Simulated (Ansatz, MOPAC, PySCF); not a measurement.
Barrier height from HO + H2 to the transition structure H3O, without zero-point energy, on the benchmark's geometries as Psi4's copy of the set gives them.
Transition structure (charge 0, multiplicity 2, Z-matrix in Å and degrees):
```
O
H 1 0.9680
H 1 1.3166 2 97.20
H 3 0.8333 1 165.49 2 -0.08
```
Reactant (charge 0, multiplicity 2):
| atom | x (Å) | y (Å) | z (Å) |
|---|---|---|---|
| O | 0.0000 | 0.0000 | 0.0000 |
| H | 0.9689 | 0.0000 | 0.0000 |
Reactant (charge 0, multiplicity 1):
| atom | x (Å) | y (Å) | z (Å) |
|---|---|---|---|
| H | 0.0000 | 0.0000 | 0.0000 |
| H | 0.7419 | 0.0000 | 0.0000 |

Open shells are unrestricted; no spin–orbit coupling.

Frozen-core correlation. CBS: X⁻³ extrapolation of the correlation energy, Hartree–Fock from the larger set. The state that AM1, PM3, PM6, PM7 reach isn't checked; PM7 holds dispersion and hydrogen-bond terms.

Codes used: Ansatz (Gaussian orbitals); MOPAC for AM1, PM3, PM6, PM7 (differences of heats of formation); PySCF for the dispersion terms. 

Other levels give for the barrier height: PBE/def2-TZVPPD -25.8; B3LYP/def2-TZVPPD 3.0; B3LYP-D3(BJ)/def2-TZVPPD 1.0; wB97M-V/def2-TZVPPD 13.7; MP2/CBS(aug-cc-pVTZ, aug-cc-pVQZ) + ΔCCSD(T)/aug-cc-pVTZ 21.8 kJ/mol.

Common cheap choices:

```json
[
 {"level": "AM1", "barrier height (kJ/mol)": "48.9", "less 21.8 (MP2/CBS(aug-cc-pVTZ, aug-cc-pVQZ) + ΔCCSD(T)/aug-cc-pVTZ)": "27.1"},
 {"level": "PM3", "barrier height (kJ/mol)": "54.1", "less 21.8 (MP2/CBS(aug-cc-pVTZ, aug-cc-pVQZ) + ΔCCSD(T)/aug-cc-pVTZ)": "32.3"},
 {"level": "PM6", "barrier height (kJ/mol)": "-9.7", "less 21.8 (MP2/CBS(aug-cc-pVTZ, aug-cc-pVQZ) + ΔCCSD(T)/aug-cc-pVTZ)": "-31.5"},
 {"level": "PM7", "barrier height (kJ/mol)": "12.9", "less 21.8 (MP2/CBS(aug-cc-pVTZ, aug-cc-pVQZ) + ΔCCSD(T)/aug-cc-pVTZ)": "-8.8"}
]
```

The set's own value is 5.1 kcal/mol (Zhao et al., J. Phys. Chem. A 109, 2012 (2005), HTBH38), an estimate for the real system, whose open-shell reactant is lowered by spin–orbit coupling.

Ansatz is an electronic-structure program.
